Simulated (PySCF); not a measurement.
A Morse fit to a bond in B$_{2}$H, quartet, and a point to predict

Starting geometry (PBE0/def2-TZVP stationary point for this spin, which needn't be the lowest; state Σ⁻ or Δ):

```json
{"atom": "B", "x (Å)": "0.0000", "y (Å)": "0.0000", "z (Å)": "0.1141"}
{"atom": "B", "x (Å)": "0.0000", "y (Å)": "0.0000", "z (Å)": "-1.4064"}
{"atom": "H", "x (Å)": "0.0000", "y (Å)": "0.0000", "z (Å)": "1.2923"}
```

Atom H3 moves along the line of the distance B1-H3, all else staying in place. Energies are in eV from the starting point at each level.

Basis 6-31G; PySCF 2.14.0. Only valence electrons are correlated (noble-gas cores frozen).

Full CI is exact within this basis and frozen core; it isn't the basis-set limit.

```csv
distance B1-H3 (Å),full CI
0.957,1.060
1.060,0.272
1.178,0.000
1.276,0.075
1.416,0.433
1.588,?
1.907,2.191
2.190,2.987
2.629,3.700
3.233,4.010
3.995,4.063
```

A Morse curve E(r) = E0 + De (1 − exp(−a (r − re)))² is laid through the three points about the minimum (1.060, 1.178, 1.276 Å), with E0 + De set to the last point:

| level | re (Å) | a (1/Å) | E0 (eV) | De (eV) | k = 2 De a² (eV/Å²) |
| --- | --- | --- | --- | --- | --- |
| full CI | 1.192 | 1.756 | -0.002 | 4.065 | 25.1 |

Task: Use the full-CI fit to predict the withheld energy at 1.588 Å.

Result: exp(−1.756 × (1.588 − 1.192)) = 0.4989; E = -0.002 + 4.065 × (1 − 0.4989)² = 1.019 eV. Full CI in 6-31G gives 1.043 eV, so the Morse form is 0.024 eV too low there (0.6 % of De).

De here is the energy of pulling rigid fragments apart in this basis, without relaxation or zero-point terms. The set has no polarisation functions, so bonds come out too long and too weak, lengths by little and strengths by some 10 % for bonds to hydrogen.
